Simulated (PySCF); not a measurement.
# Vibration and rotation of CN⁺

r²SCAN constants of CN⁺, ³Π (triplet), unpaired electrons σ ↑, π ↑ (basis C STO-3G, N STO-3G; no relativity; PySCF 2.14; masses 12.0000 and 14.0031 u):

| Item | Value |
| --- | --- |
| ωe | 1568.5 cm⁻¹ |
| ωexe | 15.1 cm⁻¹ |
| Be | 1.4467 cm⁻¹ |
| αe | 0.0160 cm⁻¹ |
| De to C⁺ + N | 4.62 eV |

What force constant and bond length do these constants imply?

Reduced mass μred = 6.4622 u; k = 5.8918×10⁻⁷·μred·ωe² (u, cm⁻¹, mdyn/Å) = 9.37 mdyn/Å; Re = √(16.8576/(μred·Be)) (u, cm⁻¹, Å) = 1.343 Å.

Estimate the centrifugal constant D from the Kratzer relation and find the Dunham coefficient a1.

D = 4Be³/ωe² = 4.92e-06 cm⁻¹; a1 = −1 − αeωe/(6Be²) = -3.00.

For an ion De counts to the pair picked by the measured ionisation energies or electron affinities, which need not be the lowest pair at this level. STO-3G is very small, so such numbers show the basis as much as the molecule. The state was picked by a PBE0 search and need not be the measured ground state.
